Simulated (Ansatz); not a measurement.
System: litharge SnO. Method: r²SCAN (PAW; Ansatz, a program for electronic structure).

The input as run:

Ansatz 0.2 input:
```yaml
crystal:
  lattice:
    - [3.7562305946, 0.0, 0.0]
    - [0.0, 3.7562305946, 0.0]
    - [0.0, 0.0, 4.8709276464]
  atoms:
    - { symbol: Sn, position: [0.5, 0.0, 0.7676716029] }
    - { symbol: Sn, position: [0.0, 0.5, 0.2323283971] }
    - { symbol: O, position: [0.5, 0.5, 0.0] }
    - { symbol: O, position: [0.0, 0.0, 0.0] }
basis:
  ecutwfc: 560
  ecutrho_ratio: 4
  xc_grid: 3
kpoints:
  mp_grid: { grid: [10, 10, 8] }
hamiltonian:
  xc: r2scan
  dispersion: none
  pseudopotentials: { kind: paw }
scf:
  occupations: { method: fermi_dirac, width: 0.01 }
output:
  forces: true
  stress: true
  eigenvalues: true
relax:
  f_tol: 0.004
  escape_saddle: false
  max_steps: 80
  cell: { stress_tol: 0.02, fix: [volume] }
```

From the output:

```
Relaxation: its limit of steps is 80 (relax.max_steps)
Crystal: 4 atoms, lattice volume = 68.725 Å³
Basis set: ecut = 560 eV, 2067 PW (Γ), exchange–correlation on 90×90×120 points (27 copies of the dense FFT grid, shifted against one another)
Bands: 24, of which v1, the nominal top of the filled ones, is band 20 counted from 1 (19 counted from 0)
Symmetry: 16 space group operations
Space group: P4/nmm (ITA 129), of the structure as read, at distance tolerance 4.1e-5 Å
k-points: 105 of 800
Functional: x = r2scan, c = r2scan; τ floored in thin density (d = 2e-4 eV/Å³)
SCF iter   1: F=—  HF=-13214.568460 eV  |F-HF|=—  |Δ(HF+E_count)|=         —  Δρ=8.30e-3  dr2=3.97e-2  dr2_τ=1.28e-1
SCF iter   2: F=—  HF=-13214.657828 eV  |F-HF|=—  |Δ(HF+E_count)|=   8.94e-2  Δρ=5.06e-3  dr2=1.04e-2  dr2_τ=6.70e-4
  ...
SCF 1 converged in 7 iterations: F = -13214.658578 eV  dr2 = 3.22e-8
Crystal: 4 atoms, lattice volume = 68.725 Å³
Basis set: ecut = 560 eV, 2083 PW (Γ), exchange–correlation on 90×90×120 points (27 copies of the dense FFT grid, shifted against one another)
Initial density: handed on by an earlier stage of this run
SCF 2 converged in 7 iterations: F = -13214.679377 eV  dr2 = 3.42e-8
Crystal: 4 atoms, lattice volume = 68.725 Å³
SCF 3 converged in 6 iterations: F = -13214.685922 eV  dr2 = 9.09e-9
Crystal: 4 atoms, lattice volume = 68.725 Å³
SCF 4 converged in 5 iterations: F = -13214.685961 eV  dr2 = 3.06e-9
Crystal: 4 atoms, lattice volume = 68.725 Å³
SCF iter   6: F=—  HF=-13214.685974 eV  |F-HF|=—  |Δ(HF+E_count)|=    0.00e0  Δρ=1.28e-7  dr2=1.26e-11  dr2_τ=6.18e-13
SCF iter   7: F=-13214.685974 eV  HF=-13214.685974 eV  |F-HF|=0.00e0  |Δ(HF+E_count)|=    0.00e0  Δρ=4.96e-8  dr2=1.83e-12  dr2_τ=1.01e-13
SCF 5 converged in 7 iterations: F = -13214.685974 eV  dr2 = 1.83e-12
SCF converged after 7 iterations
Free energy (F): -13214.685974 eV
Internal energy: -13214.685959 eV  (E = F + TS)
E sigma→0 (E₀):  -13214.685967 eV
Fermi energy:    10.338194 eV
--- Forces (eV/Å), atoms counted from 1 ---
  atom   1  Sn     0.00000000     0.00000000    -0.00006168
  atom   2  Sn     0.00000000     0.00000000     0.00006168
  atom   3  O      0.00000000     0.00000000     0.00000000
  atom   4  O      0.00000000     0.00000000     0.00000000
--- Stress (GPa, compression-positive) ---
        1.211184       0.000000       0.000000
        0.000000       1.211184       0.000000
        0.000000       0.000000       1.205018
  P = ⅓ Tr σ = 1.2091 GPa (12.091 kbar)
```

The cell is one volume of an energy–volume scan, off the minimum.

The PAW data were made under PBE.

Note: the cell comes from a level without a dispersion term, which matters for the spacing of layers, chains or molecules.

It cost about 60 core-seconds (a rough figure) of CPU time.
